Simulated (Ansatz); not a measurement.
Results of PBEsol-D3(BJ) (plane waves, PAW; Ansatz, a program for electronic structure) for hcp Ti.

Settings: plane-wave cutoff 520 eV, 24×24×12 k mesh (along the axes of the cell as run), Fermi–Dirac smearing 0.05 eV, no spin polarisation, scalar-relativistic PAW data made under PBE.

Response to compression and expansion:

Shape and atoms are relaxed at each volume.

| V (Å³/atom) | P (GPa) | c (Å) | a (Å) |
|---|---|---|---|
| 15.257 | 5.62 | 4.461 | 2.810 |
| 15.574 | 2.69 | 4.489 | 2.831 |
| 15.892 | 0.00 | 4.517 | 2.850 |
| 16.210 | -2.47 | 4.545 | 2.870 |
| 16.528 | -4.72 | 4.573 | 2.889 |

Note: the bulk modulus comes from volumes at which shape and atoms were relaxed.
